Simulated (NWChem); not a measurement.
Species: SiCl₄; SMILES Cl[Si](Cl)(Cl)Cl

```xyz
5

Cl    -1.4599     0.1942    -1.4052
Si     0.0000     0.0000     0.0000
Cl     1.7363    -0.5661    -0.8992
Cl     0.2745     1.7824     0.9441
Cl    -0.5509    -1.4106     1.3603
```
Atoms are numbered in this order, from 1.

Program: NWChem. Pople sets run with spherical d functions. Coordinates come from a PBE0/def2-SVP optimisation.

Q: Order these by “orbital gap (eV)”, lowest first: B3LYP/aug-cc-pVTZ; B3LYP/STO-3G; B3LYP/3-21G; B3LYP/def2-SVP.

A: B3LYP/3-21G (7.73), B3LYP/aug-cc-pVTZ (8.00), B3LYP/STO-3G (8.15), B3LYP/def2-SVP (8.43)
